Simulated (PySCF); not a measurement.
SiH₂, SMILES [SiH2] (connectivity only; charge and spin as stated), neutral, multiplicity 1. Geometry optimised at PBE-D3(BJ)/def2-TZVPD. The isomer is the one that the SMILES or the coordinates give; other isomers of the formula were not compared.

PySCF with TDDFT-M06-2X/def2-TZVPD puts the lowest singlet excitations at 2.15, 4.22, 6.16, 6.69, 7.21, 7.75 eV and the lowest triplet (TDA) at 1.15 eV.

Task: What are the lowest singlet roots from EOM-CCSD/aug-cc-pVDZ (PySCF)? (An estimate is asked for; the answer gives what the named calculation found.)

Result: 2.49, 4.53, 6.29, 6.56, 6.83, 7.57 eV; triplets 1.23, 4.03, 5.24 eV. S1 differs by 0.33 eV (second minus first; roots are paired by order, and the bases may differ).
